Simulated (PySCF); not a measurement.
Sulfur dioxide, O₂S, SMILES O=S=O, point group C2v.

Force field and properties: B3LYP/pcSseg-2 (PySCF, grid level 2). Vibrational terms come from second-order perturbation theory with semi-diagonal cubic constants, by steps of ±0.6 along the normal coordinates of each isotopologue. The parent has the commonest isotopes.

Equilibrium geometry (Å):

```tsv
atom	x	y	z
O1	-1.2205	-0.1159	0.2147
S2	0.0107	0.2056	-0.4617
O3	1.2557	-0.0999	0.1967
```

Species: ¹⁷O at 1, ³³S at 2. Output of the displacement run:

```
mode    cm-1    km/mol   phi_rrr   E(+)/cm-1  E(-)/cm-1
  1    518.07    33.01      39.5      94.71      91.86
  2   1151.70    34.47    -243.3     198.77     216.28
  3   1339.65   217.68     -65.0     239.15     243.83
```

For the shielding of O1 (σe = -328.45 ppm):

| mode | ω (cm⁻¹) | Σr φrrs (cm⁻¹) | ∂σ/∂q | ∂²σ/∂q² |
| --- | --- | --- | --- | --- |
| 1 | 518 | 72 | -3.240 | -8.352 |
| 2 | 1152 | -521 | -83.853 | -12.874 |
| 3 | 1340 | -42 | 38.425 | -4.592 |

Problem. Work out the zero-point average of this shielding.

Solution. With ⟨qs⟩ = −Σr φrrs/(4ωs) and ⟨qs²⟩ = 1/2: the mean displacements are -0.035, 0.113, 0.008. The anharmonic term Σ (∂σ/∂q)⟨q⟩ is -9.07 ppm, the harmonic term ¼ Σ ∂²σ/∂q² is -6.45 ppm, so ⟨σ⟩ = -343.97 ppm.
